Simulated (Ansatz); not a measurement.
# B2H4N: the cost of one run

All numbers below are computed with Ansatz 0.2.0 (RKS r2SCAN-D4/def2-TZVP).

## Step 1: The structure to begin with

Bond lengths: B1–B2 1.664 Å, B2–N3 1.372 Å, B1–H4 1.194 Å, B1–H5 1.204 Å, B2–H6 1.273 Å, N3–H7 1.028 Å. Angles: B1–B2–N3 121.5°, B1–B2–H6 118.3°, N3–B2–H6 120.3°, B2–B1–H4 125.7°, B2–B1–H5 123.3°, H4–B1–H5 111.1°, B2–N3–H7 116.6°.

Structure file:

```xyz
7

B    -1.0184    0.3376   -0.5468
B     0.4002    0.0751    0.2818
N     1.0067   -1.1560    0.2914
H    -1.6325   -0.4867   -1.1548
H    -1.5608    1.4110   -0.6046
H     0.9214    1.0525    0.9098
H     1.8835   -1.2334    0.8232
```

## Step 2: Relaxing end A

Input file input.yaml:

```yaml
crystal:
  periodic: [false, false, false]
  atoms:
    - { symbol: B, position_ang: [-1.01841, 0.3376, -0.5468] }
    - { symbol: B, position_ang: [0.40022, 0.07506, 0.28175] }
    - { symbol: "N", position_ang: [1.00665, -1.15602, 0.29142] }
    - { symbol: H, position_ang: [-1.63255, -0.4867, -1.15482] }
    - { symbol: H, position_ang: [-1.56081, 1.41104, -0.60458] }
    - { symbol: H, position_ang: [0.92143, 1.05245, 0.90981] }
    - { symbol: H, position_ang: [1.88348, -1.23343, 0.82322] }
total_charge: -1
basis:
  gaussian: { orbitals: def2-TZVP }
hamiltonian:
  xc: r2scan
  dispersion: d4
relax:
  f_tol: 0.015
  max_steps: 40
```

On the command line:

```console
$ ansatz run input.yaml --threads 2 --pin off --max-ram 3072MiB --backend cpu --events-out ev --progress --plain --runs-dir out
```

**Question.** How long does this run take on 2 threads of Arm Neoverse V2, shared host, and how much memory does it need?

About 11 s, with a peak of 0.17 GiB.
